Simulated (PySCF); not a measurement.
COS, charge -1, multiplicity 2. Atoms are numbered in the order given.

```xyz
3

O      0.1747    -1.6510     0.0000
C     -0.3849    -0.5861     0.0000
S      0.0570     1.0453     0.0000
```
Charge -1, spin multiplicity 2.

Geometry: PBE0-D3(BJ)/def2-TZVPD. The multiplicity is an assumed one; other spin states were not compared.

All values below come from PBE/def2-TZVPD (PySCF).

Mulliken values depend strongly on the basis, most of all with diffuse functions as here. ESP charges are fitted to the potential on shells at 1.4 to 2.0 van der Waals radii. Atomic charges (e):

| atom | Mulliken | ESP fit | Mulliken spin |
|---|---|---|---|
| O1 | -0.07 | … | -0.16 |
| C2 | -0.41 | … | 1.08 |
| S3 | -0.52 | … | 0.09 |

Some entries are withheld; supply them. (The exact figures need the calculation; the answer reports its results.)


- O1, ESP fit: -0.33
- C2, ESP fit: -0.05
- S3, ESP fit: -0.62
